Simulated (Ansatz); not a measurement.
# SiB2H6 (SMILES B[SiH2]B): single points off equilibrium

One table from this session's results is given with a row withheld; the runs are named, their logs left out.

Method: single points in def2-TZVPP; program: Ansatz 0.2.0, Gaussian basis.

Cores are frozen in the correlated methods.

## Where the work starts

9 atoms, charge 0, spin multiplicity 1.

Atoms are counted from 1 here; the program's logs count them from 0.

Bond lengths: B1–Si2 1.965 Å, B1–H4 1.185 Å, B1–H5 1.170 Å, Si2–B3 1.938 Å, Si2–H6 1.467 Å, Si2–H7 1.482 Å, B3–H8 1.155 Å, B3–H9 1.193 Å. Angles: Si2–B1–H4 120.1°, Si2–B1–H5 121.3°, H4–B1–H5 118.3°, B1–Si2–B3 104.0°, B1–Si2–H6 112.1°, B1–Si2–H7 112.2°, B3–Si2–H6 113.6°, B3–Si2–H7 113.4°, H6–Si2–H7 101.9°, Si2–B3–H8 121.6°, Si2–B3–H9 120.0°, H8–B3–H9 118.4°.

As a file:

```
B    -1.0161    0.4957   -1.1357
Si    0.6241    0.4455   -0.0544
B     0.3157   -0.9997    1.1999
H    -1.1233   -0.2026   -2.0873
H    -1.9424    1.1303   -0.8072
H     0.8982    1.7346    0.5910
H     1.8366    0.2558   -0.8848
H     0.6048   -2.0892    0.9498
H    -0.2172   -0.7802    2.2440
```

The first run:

The input, run/in.yaml:

```yaml
crystal:
  periodic: [false, false, false]
  atoms:
    - {symbol: B, position_ang: [-1.016100, 0.495700, -1.135700]}
    - {symbol: Si, position_ang: [0.624100, 0.445500, -0.054400]}
    - {symbol: B, position_ang: [0.315700, -0.999700, 1.199900]}
    - {symbol: H, position_ang: [-1.123300, -0.202600, -2.087300]}
    - {symbol: H, position_ang: [-1.942400, 1.130300, -0.807200]}
    - {symbol: H, position_ang: [0.898200, 1.734600, 0.591000]}
    - {symbol: H, position_ang: [1.836600, 0.255800, -0.884800]}
    - {symbol: H, position_ang: [0.604800, -2.089200, 0.949800]}
    - {symbol: H, position_ang: [-0.217200, -0.780200, 2.244000]}
basis:
  gaussian: {orbitals: def2-TZVPP}
correlation: {method: ccsd_t}
output: {forces: true}
```

The command line of these runs was not kept.

Among the steps run: CCSD(T)/def2-TZVPP; PBE0-D4/def2-TZVPP; wB97M-V/def2-TZVPP; r2SCAN-D4/def2-TZVPP; PBE-D4/def2-TZVPP; wB97X-V/def2-TZVPP; revPBE-D4/def2-TZVPP.

One of the session's tables, all rows but one given; the rest of the session is left out.

| method | RMS force component (eV/Å) | angle to CCSD(T) forces (°) | dipole (D) |
| --- | --- | --- | --- |
| CCSD(T) | 0.454 | reference | 0.38 |
| PBE0-D4 | 0.414 | 9.6 | 0.38 |
| wB97M-V | 0.400 | 6.2 | 0.40 |
| r2SCAN-D4 | ? | ? | ? |
| PBE-D4 | 0.426 | 20.2 | 0.30 |
| wB97X-V | 0.443 | 5.9 | 0.42 |
| revPBE-D4 | 0.446 | 18.7 | 0.31 |

Estimate the missing values for r2SCAN-D4.

**Answer.** RMS force component (eV/Å): 0.407; angle to CCSD(T) forces (°): 9.3; dipole (D): 0.35. In the column «RMS force component (eV/Å)» it lies between wB97M-V (0.400) and PBE0-D4 (0.414).
